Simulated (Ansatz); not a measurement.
# CH5B: the cost of one run

Program: Ansatz 0.2.0. Level of theory: RKS r2SCAN/def2-TZVP. These are calculated values, not measurements.

### Step 1. The system as given

Bond lengths: B1–H2 1.190 Å, B1–H3 1.190 Å, B1–C4 1.600 Å, C4–H5 1.110 Å, C4–H6 1.110 Å, C4–H7 1.110 Å. Angles: H2–B1–H3 120.0°, H2–B1–C4 120.0°, H3–B1–C4 120.0°, B1–C4–H5 109.5°, B1–C4–H6 109.5°, B1–C4–H7 109.5°, H5–C4–H6 109.4°, H5–C4–H7 109.4°, H6–C4–H7 109.4°.

Coordinates:

```xyz
7

B     0.0000    0.0000    0.0000
H     0.0000    0.0000    1.1900
H     1.0305    0.0000   -0.5950
C    -1.3856    0.0000   -0.8000
H    -1.9458   -0.9305   -0.5708
H    -1.9898    0.8797   -0.4946
H    -1.1839    0.0508   -1.8903
```

### Step 2. Preparing the start

The input, input.yaml:

```yaml
crystal:
  periodic: [false, false, false]
  atoms:
    - { symbol: B, position_ang: [0.0, 0.0, 0.0] }
    - { symbol: H, position_ang: [0.0, 0.0, 1.19] }
    - { symbol: H, position_ang: [1.0305, 0.0, -0.595] }
    - { symbol: C, position_ang: [-1.3856, 0.0, -0.8] }
    - { symbol: H, position_ang: [-1.9458, -0.9305, -0.5708] }
    - { symbol: H, position_ang: [-1.9898, 0.8797, -0.4946] }
    - { symbol: H, position_ang: [-1.1839, 0.0508, -1.8903] }
basis:
  gaussian: { orbitals: def2-TZVP }
hamiltonian:
  xc: r2scan
relax:
  f_tol: 0.02
  max_steps: 40
output:
  orbitals: {}
```

Launch:

```console
$ ansatz run input.yaml --threads 2 --pin off --max-ram 3072MiB --backend cpu --events-out ev --progress --plain --runs-dir out
```

Q: Estimate wall time and peak memory on 2 threads of Arm Neoverse V2, shared host.

About 14 s, with a peak of 0.14 GiB.
